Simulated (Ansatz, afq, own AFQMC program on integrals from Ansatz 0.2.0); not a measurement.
## Ge₂H₃, doublet: AFQMC among the cluster methods

```xyz
5

Ge    0.0000    0.0085    0.9429
Ge    0.0000   -0.0296   -0.9817
H     0.0000    1.2146    1.9134
H     0.0000   -1.2600    1.8303
H     0.0000    1.5653   -0.9428
```

Connectivity, by distances: GeH2–GeH.

Basis cc-pVDZ. Noble-gas cores (and the filled d shells of Ga–Kr and In–Xe) are frozen. AFQMC by an in-house program on the Cholesky factors that Ansatz 0.2.0 writes for its CCSD(T) run. ph-AFQMC/CISD is guided by a CISD state made of CCSD amplitudes; releasing the constraint for a short imaginary time cuts its bias at the price of noise, slowly where states lie close. ± is one standard error of the sampling. No spin–orbit coupling.

Determinant: UHF, the one that the program's search chose, which needn't be the lowest solution. The geometry is a point of a scan.

No full CI on the walks' own integrals is used here. The released AFQMC energy serves as the reference, which it does only where one determinant dominates, the energy is flat over the last release times and near the phaseless one (40 meV or 2 meV an electron, half that with transition metals). On small molecules, where full CI could be run and the noise was under 10 meV, such values lay within 10 meV of it in 19 cases of 20, a flattering rate, since the rule was set on those same cases; what remains of the bias isn't in the error bar.

Cautions: no relativity below Rb; no spin-orbit coupling; inner d shell frozen; the released value is read at 2.40 1/Eh with a noise of 12 meV, more than in the cases checked (meV from the phaseless value at times in 1/Eh: -1 ± 12 at 0.24, -5 ± 10 at 0.51, 4 ± 8 at 0.99, -9 ± 11 at 1.62, 3 ± 12 at 2.40).

* T1 diagnostic: 0.0133
* weight of the determinant in the CISD state: 0.875
* ⟨S²⟩ of the determinant: 0.759
* size of the correlated space: 11 electrons in 41 orbitals

| level | correlation energy (eV) |
| --- | --- |
| MP2 | -4.3636 |
| CCSD | -5.3810 |
| CCSD(T) | -5.5318 |

(1) Estimate where AFQMC with the constraint released lies against CCSD(T) on the same integrals.

(1) 1.8 ± 1.2 kJ/mol below CCSD(T). The gap is under twice the noise, so this walk alone can't tell the two apart.

Reference: AFQMC with the constraint released, correlation energy -5.551 ± 0.012 eV.

| level | E − E(reference) (kJ/mol) | share of correlation (%) |
| --- | --- | --- |
| CCSD(T) | 1.8 ± 1.2 | 99.66 |
| ph-AFQMC/CISD | -0.3 ± 1.6 | 100.06 |

A walk keeps the symmetry of its determinant, which the program's search chose and which needn't be the lowest solution, so a lower state of the same spin and another symmetry isn't excluded. Released energies are given only where the last usable release times agree within the noise; a slower fall can still hide under it.
